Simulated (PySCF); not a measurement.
CN, SMILES [C]#N, multiplicity 2.

Geometry optimised at PBE-D3(BJ)/def2-TZVPD.

Level of theory: PBE-D3(BJ)/def2-TZVPD in PySCF.

No scaling factor is applied to the harmonic values.

### Question
List the normal modes with their intensities. (An estimate is asked for; the answer gives what the named calculation found.)

### Answer

```csv
mode,ν (cm⁻¹),IR (km/mol),moving atoms (share of kinetic energy)
1,2093,8.7,"C 54 %, N 46 %"
```
